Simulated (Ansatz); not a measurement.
Relaxed structures of Si₂H₅O (charge +1), singlet (PBE0-D4/def2-TZVP; forces vanish, vibrations not checked; lower isomers may exist, and structures with a doubtful reference or unclear bonds are left out; Å). Computed with Ansatz 0.2.0 (basis: def2-TZVPP); correlated methods freeze the cores.

Task: Rank them by CCSD(T) energy, lowest first, and give each one's height above the lowest. Links in brackets join atoms within 1.22 times the sum of their covalent radii (1.1 for two metals). (Judge from chemistry; the value comes from the calculation.)
A.
Si₂H₅O ([OH][SiH][SiH3]), total charge +1
```
8
angstrom
O -1.6521 0.5494 -1.2929
Si -0.2300 0.8015 -0.6398
Si 0.8303 -0.6571 0.8920
H -2.2295 -0.2079 -1.1420
H 0.2886 2.0834 -1.1576
H 1.0281 0.2101 2.0750
H 2.0828 -1.0057 0.1846
H -0.1182 -1.7737 1.0807
```
B.
Si₂H₅O ([SiH][OH][SiH3]), total charge +1
```
8
angstrom
O -0.1347 0.6076 -0.4602
Si -1.7159 0.5969 -1.3602
Si 0.6584 -0.5185 0.7051
H -2.0460 -0.7303 -0.7094
H 0.3947 1.3970 -0.6573
H 0.8513 0.3187 1.9010
H 1.9017 -0.8980 0.0136
H -0.3604 -1.5712 0.8163
```
C.
Si₂H₅O ([OH2][SiH][SiH2]), total charge +1
```
8
angstrom
O -1.3557 0.2554 -1.5170
Si 0.1711 1.0867 -0.8182
Si 0.7755 -0.1405 0.9298
H -1.3177 -0.2276 -2.3547
H -0.4217 2.4241 -0.5830
H 2.0163 0.3058 1.6051
H 0.6525 -1.6141 0.8234
H -2.2549 0.5727 -1.3451
```

Result: The calculation gives: A (0.000 eV), B (0.313 eV), C (1.621 eV). Heights count from the lowest.

The T1 diagnostic stays at or below 0.020. The restricted Hartree–Fock reference is unstable towards an unrestricted one at one or more of these structures. A large double-excitation amplitude points to some diradical character; no triplet was computed.

For scale, one of the runs: CCSD(T)/def2-TZVPP, 185 basis functions, launched by `ansatz run in.yaml --threads 2 --pin off --events-out ev --progress --plain --max-ram 4352MiB`. The run took 51 s on 2 CPU threads of an Arm Neoverse N1 (shared host), with 1.7 GiB of host memory at its peak.
